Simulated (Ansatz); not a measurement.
The input, for Ansatz 0.2.0:

```yaml
crystal:
  periodic: [false, false, false]
  atoms:
    - {symbol: Si, position_ang: [-0.098477, 0.000000, 0.000000]}
    - {symbol: H, position_ang: [-0.593349, 1.399708, 0.000000]}
    - {symbol: H, position_ang: [-0.593349, -0.699854, 1.212183]}
    - {symbol: H, position_ang: [-0.593349, -0.699854, -1.212183]}
    - {symbol: H, position_ang: [1.805523, 0.000000, 0.000000]}
    - {symbol: H, position_ang: [2.718523, 0.000000, 0.000000]}
basis:
  gaussian: {orbitals: 6-31G}
magnetization: {spin_polarized: false, initial_magnetization: 1}
correlation: {method: fic_mrcisd_q, electrons: outside_noble_gas, active_space: {window: {electrons: 9, orbitals: 9}, shells: [{species: H, l: s, shell: 1}, {species: Si, l: s, shell: 3}, {species: Si, l: p, shell: 3}]}}
```

```sh
$ ansatz run in.yaml --threads 1 --pin off --events-out ev --progress --plain --max-ram 2393MiB
```

Log:

```
507 factors; integrals over basis functions are off by at most 8.3e-8 eV
mean field evaluation 1: about -7935.8955 eV, gradient 7.5e0 eV
mean field evaluation 2: about -7935.8978 eV, gradient 7.5e0 eV
mean field evaluation 4: about -7936.2967 eV, gradient 3.3e-1 eV
mean field evaluation 8: about -7936.2996 eV, gradient 1.1e-6 eV
mean field -7936.29956132 eV, -291.6536294616 hartree, gradient 9.5e-6 eV, S^2 0.750000; 0 other end points of the search recorded, 0 dependent functions left out
reference -7936.29956132 eV, -291.6536294616 hartree; 10, 9 occupied and 13, 14 virtual orbitals, 507 factors
state -7938.37464934 eV, -291.7298875397 hartree
contracted CI cycle   1: correlation 0.00000000 eV, 0.0000000000 hartree, residual 5.85e0 eV
contracted CI cycle   2: correlation -0.67929129 eV, -0.0249634945 hartree, residual 1.48e0 eV
contracted CI cycle   3: correlation -0.71867710 eV, -0.0264108965 hartree, residual 3.01e-1 eV
contracted CI cycle   4: correlation -0.72038847 eV, -0.0264737878 hartree, residual 8.05e-2 eV
contracted CI cycle   5: correlation -0.72049998 eV, -0.0264778859 hartree, residual 1.85e-2 eV
contracted CI cycle   6: correlation -0.72050661 eV, -0.0264781295 hartree, residual 4.31e-3 eV
contracted CI cycle   7: correlation -0.72050695 eV, -0.0264781419 hartree, residual 1.02e-3 eV
state -7938.37464934 eV, -291.7298875397 hartree; corrected -7939.10758990 eV, -291.7568226084 hartree
Total energy: -7939.10758990 eV, -291.7568226084 hartree
Checks for a lower state left out: starts, orbital_swaps
```

Natural occupations: 1.9830 1.9696 1.9696 1.9623 1.0016 0.0373 0.0288 0.0239 0.0239.

For the same geometry and basis full CI lies 13.2 meV lower.

Ran on 1 thread of Arm Neoverse V1, shared host: 3.6 s wall, 0.31 GiB peak host memory.
